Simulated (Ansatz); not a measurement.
## Two structures, one formula

Two relaxed structures of CH6AlB, singlet (PBE0-D4/def2-TZVP; forces vanish, vibrations not checked).

A:

B1  (0.185, 0.405, 0.288)
Al2  (-1.071, 0.864, -1.366)
C3  (0.648, -1.001, 0.782)
H4  (-2.655, 0.982, -1.205)
H5  (-0.472, 1.133, -2.821)
H6  (0.608, 1.326, 0.945)
H7  (0.298, -1.873, 0.228)
H8  (1.747, -1.022, 0.807)
H9  (0.358, -1.117, 1.835)
(Å)

B:

B1  (-1.108, 0.954, -1.407)
Al2  (0.154, 0.640, 0.267)
C3  (0.721, -1.137, 0.867)
H4  (-2.306, 0.997, -1.327)
H5  (-0.691, 1.109, -2.523)
H6  (0.677, 1.906, 1.093)
H7  (0.329, -1.957, 0.262)
H8  (1.814, -1.207, 0.863)
H9  (0.408, -1.303, 1.904)
(Å)

Program: Ansatz 0.2.0. Basis: def2-TZVPP. Cores are frozen in the correlated methods. B3LYP uses VWN-RPA correlation.

(1) Which structure is lower at CCSD(T), and by how much? (Judge from chemistry; the value comes from the calculation.)

T1 diagnostic: at most 0.011.

Results:

(1) Computed: A, by 0.016 eV (electronic energy, against the other); a gap this small isn't resolved in one triple-zeta basis. By their contacts, A is CH₆AlB ([CH3][BH][AlH2]) and B is CH₆AlB ([BH2][AlH][CH3]).

All methods give the same order:

```
   method  E(B) − E(A) (eV)
   PBE-D4             0.077
r2SCAN-D4             0.043
  PBE0-D4             0.067
 B3LYP-D4             0.047
  wB97M-V             0.033
       HF             0.029
      MP2             0.003
     CCSD             0.015
  CCSD(T)             0.016
```

Labels in which every atom is bracketed show which atoms are joined, not bond orders.

For scale, one of the runs: CCSD(T)/def2-TZVPP, 188 basis functions, launched by `ansatz run in.yaml --threads 2 --pin off --events-out ev --progress --plain --max-ram 4352MiB`. The run took 27 s on 2 CPU threads of an Arm Neoverse V2 (shared host), with 1.9 GiB of host memory at its peak.
